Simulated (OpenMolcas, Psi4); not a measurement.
## Exact exchange and the dipole moment of BN (boron nitride)

BN: 2 atoms, total charge 0, spin state triplet. As SMILES, `B#N`. Geometry: relaxed at PBE0-D4/def2-TZVP.

The dipole moment y, in D, basis cc-pVTZ; a is the functional's share of exact exchange. Programs: OpenMolcas 26.06, Psi4 1.11.

| functional | program | a | y (D) |
| --- | --- | --- | --- |
| UTPSS | OpenMolcas | 0 | 1.79 |
| UBLYP | OpenMolcas | 0 | 1.74 |
| UTPSSh | Psi4 | 0.1 | ? |
| UB3LYP | OpenMolcas | 0.2 | 2.01 |
| UPBE0 | OpenMolcas | 0.25 | 2.07 |
| UBHLYP | OpenMolcas | 0.5 | 2.34 |

Question: Fit y = c + s·a to the known rows and predict UTPSSh.

Answer: 
1. Means of the 5 rows: a = 0.1900, y = 1.990.
2. Σ(Δa)² = 0.172, Σ(Δa·Δy) = 0.199, so the slope is 0.199/0.172 = 1.157.
3. Intercept: 1.990 − (1.157) × 0.1900 = 1.770. The largest residual of the fit is 0.030.
4. UTPSSh: 1.770 + (1.157) × 0.1 = 1.89 D.

The run gave 1.91 D, so the prediction is off by -0.02 D, within the largest residual. More exact exchange makes the molecule more polar here. The rows mix families of semi-local functionals, which the line can't see.
